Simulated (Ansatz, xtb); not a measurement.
# Relative energy of two isomers of CH5SSi+

We compare a, `C[S+]=[SiH2]`, a singlet, with b, `C1[SiH2][SH+]1`, a singlet. Both are isolated ions in the gas phase, relaxed with r2SCAN-D4/def2-SVP.

a (Å):

```xyz
8

C     0.7727    1.6680    1.7722
S    -0.2958    0.2175    2.1455
Si   -0.7022   -0.6523    0.3553
H     0.9743    1.7766    0.6993
H     1.7052    1.5115    2.3315
H     0.2402    2.5466    2.1611
H    -0.1605   -0.0931   -0.9031
H    -1.5577   -1.8535    0.4094
```

b (Å):

```json
{"atom": "C", "x (Å)": "0.1695", "y (Å)": "1.2698", "z (Å)": "1.8561"}
{"atom": "S", "x (Å)": "-1.3062", "y (Å)": "0.2628", "z (Å)": "1.2357"}
{"atom": "Si", "x (Å)": "0.7059", "y (Å)": "0.5924", "z (Å)": "0.2248"}
{"atom": "H", "x (Å)": "0.5639", "y (Å)": "0.8869", "z (Å)": "2.8062"}
{"atom": "H", "x (Å)": "-0.1448", "y (Å)": "2.3209", "z (Å)": "1.9205"}
{"atom": "H", "x (Å)": "1.4797", "y (Å)": "-0.6629", "z (Å)": "0.2098"}
{"atom": "H", "x (Å)": "0.5169", "y (Å)": "1.4235", "z (Å)": "-0.9775"}
{"atom": "H", "x (Å)": "-0.9783", "y (Å)": "-0.9223", "z (Å)": "1.8173"}
```

**Question.** Estimate which is lower in electronic energy at CCSD(T)/def2-TZVP, and by roughly how much.

**Answer.** The CCSD(T)/def2-TZVP calculation puts structure a lower, by 14.4 kJ/mol.

How the difference moves with the method:

```tsv
level	geometry	E(b) − E(a) (kJ/mol)	departure from the last row (kJ/mol)	job, with rough time for the two
GFN2-xTB	GFN2-xTB	+72.7	+58.2	optimisation, 1.3 s
HF/STO-3G	GFN2-xTB	+33.4	+18.9	single point, 1 s
r2SCAN-D4/def2-SVP//GFN2-xTB	GFN2-xTB	+15.1	+0.7	single point, 8.4 s
r2SCAN-D4/def2-SVP	r2SCAN-D4/def2-SVP	+12.2	−2.3	optimisation, 2.8 min
HF/def2-TZVP	r2SCAN-D4/def2-SVP	+26.7	+12.2	part of the CCSD(T) run
MP2/def2-TZVP	r2SCAN-D4/def2-SVP	+12.2	−2.2	part of the CCSD(T) run
CCSD(T)/def2-TZVP	r2SCAN-D4/def2-SVP	+14.4		single point, 41 s
```

As drawn, b has 1 C–Si, 1 S–Si, 1 S–H in place of 1 S=Si, 1 C–H. Structure a has no ring, b a 3-membered ring.

None of the levels shown reverses the order. The largest departure from CCSD(T)/def2-TZVP is that of GFN2-xTB, 58.2 kJ/mol.

With harmonic frequencies from r2SCAN-D4/def2-SVP (ideal gas, rigid rotor, one conformer each, 1000 K, 1 atm): the zero-point term adds −3.9 kJ/mol; ΔH is +9.8 and ΔG +27.2 kJ/mol.

The correlated steps freeze 11 core orbitals. Mirror images aren't counted in ΔG. Programs: Ansatz 0.2.0, xtb 6.7.1; the last row on 1 thread of AMD EPYC (Zen 3) on a shared host.
